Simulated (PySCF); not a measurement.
Molecule: `InChI=1S/C4H6O/c1-2-3-4-5/h2-4H,1H3/b3-2+`.

Geometry:
```
atom   x (Å)   y (Å)   z (Å)
  C1  -1.753   0.051   0.179
  C2  -0.345  -0.349  -0.074
  C3   0.735   0.438   0.053
  C4   2.082  -0.076  -0.214
  O5   3.098   0.562  -0.092
  H6  -1.832   1.096   0.510
  H7  -2.209  -0.596   0.947
  H8  -2.363  -0.076  -0.731
  H9  -0.180  -1.389  -0.391
 H10   0.659   1.485   0.366
 H11   2.107  -1.148  -0.552
```

Geometry PBE0-D3(BJ)/def2-SVP throughout; GIAO in PySCF 2.14, gas phase, one conformer, non-relativistic; equivalent atoms averaged; basis pcSseg-2.

(1) How do the shifts δ (against TMS, H2O at the same level) depend on the functional? (ppm; last column core-seconds on shared hosts with different chips, so compare them loosely; the GGAs took longer than the global hybrids here, which isn't the general rule, and the cause wasn't traced)

(2) Which nucleus moves most, in ppm?

Answers

(1) 
```csv
functional,kind,C4,C2,C3,C1,O5,H11,H9,H10,H6/H7/H8,core-s
HF,Hartree–Fock,198.0,165.5,140.5,19.3,634.5,9.09,6.93,6.37,2.04,8.6
LDA,LDA,207.5,174.1,152.7,23.3,702.5,10.14,7.02,6.29,2.15,20
PBE,GGA,198.7,166.9,146.1,23.5,670.4,10.04,6.91,6.20,2.13,25
BLYP,GGA,198.1,166.8,146.0,23.5,665.4,9.97,6.82,6.13,2.14,25
BP86,GGA,197.8,166.1,145.4,23.5,663.5,10.00,6.88,6.18,2.12,25
OPBE,GGA,191.9,160.8,140.2,23.5,644.2,10.01,6.97,6.25,2.12,25
KT2,GGA,186.3,155.7,137.4,22.5,617.1,9.64,6.70,6.08,2.10,25
KT3,GGA,184.4,154.3,135.4,22.7,609.4,9.65,6.70,6.07,2.11,25
B97-D,GGA,192.1,161.3,140.7,23.3,635.9,9.87,6.81,6.14,2.14,24
B3LYP,global hybrid,200.2,167.7,146.5,22.4,665.8,9.73,6.85,6.23,2.11,16
PBE0,global hybrid,200.6,167.5,146.2,22.2,668.8,9.74,6.94,6.31,2.09,17
mPW1PW91,global hybrid,200.5,167.4,146.1,22.2,667.5,9.71,6.91,6.29,2.08,16
WP04,global hybrid,198.3,165.7,144.2,22.9,631.1,9.31,6.58,6.05,2.04,23
B97-2,global hybrid,196.1,163.9,142.8,22.3,647.1,9.68,6.87,6.25,2.09,23
BHandHLYP,global hybrid,201.2,167.9,145.6,21.0,660.0,9.43,6.87,6.31,2.08,22
CAM-B3LYP,range-separated hybrid,205.0,170.1,148.7,21.1,669.5,9.66,6.91,6.29,2.07,31
wB97X-D,range-separated hybrid,202.5,168.1,146.9,21.4,665.3,9.67,6.93,6.30,2.04,36
LC-wPBE,range-separated hybrid,209.5,172.1,150.5,20.6,669.2,9.66,7.03,6.34,2.01,42
```

(2) O5 (aldehyde oxygen): from 609.4 ppm with KT3 to 702.5 ppm with LDA. The smallest spread is 0.14 ppm, at H6/H7/H8. Proton shifts span only some 12 ppm, so a few tenths of a ppm matter as much there as several ppm in carbon.
